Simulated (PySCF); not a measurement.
Reaction (SMILES): F[C]F (closed-shell singlet) + 3 [H][H] (H2) → C (CH4) + 2 F (HF)
B3LYP-D3(BJ)/def2-TZVP geometries, fixed; electronic energies without zero-point terms.
Largest species:
```
C
H 1 1.0892
H 1 1.0892 2 109.47
H 1 1.0892 2 109.47 3 120.00
H 1 1.0892 2 109.47 3 -120.00
```

Basis-set convergence of the energy of full hydrogenation at PBE with PySCF. All functions are spherical. Density fitting with generated auxiliary sets. In sets without p functions on hydrogen, species with hydrogen take exact integrals. No added dispersion term, no relativity. Functions are those of the species that has most. Reference: the value in def2-QZVPPD, -113.79 kcal/mol, itself unsure by roughly 1.07 kcal/mol (its mean distance from pcseg-3, def2-QZVPP, cc-pVQZ). Deviations are taken from unrounded values.

```json
[
 {"basis": "pcseg-0", "functions": "27", "energy of full hydrogenation (kcal/mol)": "-84.82", "minus reference (kcal/mol)": "28.97"},
 {"basis": "def2-SV(P)", "functions": "42", "energy of full hydrogenation (kcal/mol)": "-80.93", "minus reference (kcal/mol)": "32.86"},
 {"basis": "def2-SVP", "functions": "42", "energy of full hydrogenation (kcal/mol)": "-99.70", "minus reference (kcal/mol)": "14.09"},
 {"basis": "pcseg-1", "functions": "42", "energy of full hydrogenation (kcal/mol)": "-103.48", "minus reference (kcal/mol)": "10.31"},
 {"basis": "aug-pcseg-1", "functions": "69", "energy of full hydrogenation (kcal/mol)": "-113.73", "minus reference (kcal/mol)": "0.06"},
 {"basis": "pcseg-2", "functions": "90", "energy of full hydrogenation (kcal/mol)": "-113.22", "minus reference (kcal/mol)": "0.57"},
 {"basis": "def2-TZVP", "functions": "93", "energy of full hydrogenation (kcal/mol)": "-108.12", "minus reference (kcal/mol)": "5.66"},
 {"basis": "def2-TZVPP", "functions": "93", "energy of full hydrogenation (kcal/mol)": "-111.36", "minus reference (kcal/mol)": "2.43"},
 {"basis": "aug-pcseg-2", "functions": "138", "energy of full hydrogenation (kcal/mol)": "-114.25", "minus reference (kcal/mol)": "-0.46"},
 {"basis": "def2-QZVPP", "functions": "177", "energy of full hydrogenation (kcal/mol)": "-113.11", "minus reference (kcal/mol)": "0.68"},
 {"basis": "pcseg-3", "functions": "192", "energy of full hydrogenation (kcal/mol)": "-113.80", "minus reference (kcal/mol)": "-0.02"}
]
```

The smallest set listed that lies within 4 kcal/mol of the reference with all its larger relatives (same family, alike in diffuse functions; a set with none counts only in the reference's own line) is aug-pcseg-1 (69 functions, 0.06 kcal/mol off).
